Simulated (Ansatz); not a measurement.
The same path of C₃H₄O (8 atoms, charge 0, multiplicity 1) was run twice with different band settings. The coordinate that changes most is the dihedral H6–C1–C2–C3.

These are results of RKS PBE0-D4/def2-SVP in Ansatz, not measurements.

Relaxed end points:

```xyz
8
Properties=species:S:1:pos:R:3
C -0.520 0.794 -0.191
C -0.068 -0.566 0.263
C 1.147 -1.044 0.090
O 2.219 -1.471 -0.061
H -1.353 0.719 -0.908
H -0.866 1.404 0.659
H 0.293 1.346 -0.685
H -0.760 -1.239 0.777
```

```xyz
8
Properties=species:S:1:pos:R:3
C -0.496 0.784 -0.281
C 0.039 -0.615 -0.150
C 0.994 -0.973 0.681
O 1.839 -1.294 1.415
H -1.574 0.821 -0.053
H 0.012 1.477 0.404
H -0.359 1.168 -1.305
H -0.363 -1.425 -0.768
```

Common settings: climbing image yes; spring 5.0 eV/Å²; optimiser quadratic models (default); start path IDPP; force threshold 0.05 eV/Å; iteration limit 60; end points relaxed.

| run | movable images |
| --- | --- |
| 1 | 5 |
| 2 | 3 |

Task: What does each run give, and how far can it be trusted?

Result: Run 1: converged after 5 iterations, highest image 0.050 eV above the first end. A vibrational analysis at the climbing image gives one clearly imaginary mode, 163i cm⁻¹: a first-order saddle point.
Run 2: converged after 5 iterations, highest image 0.050 eV above the first end. Another band between the same ends (5 images) ends at a top of the same energy, where a vibrational analysis finds 1 clearly imaginary mode. So few images can step over the top or miss a turn of the path.
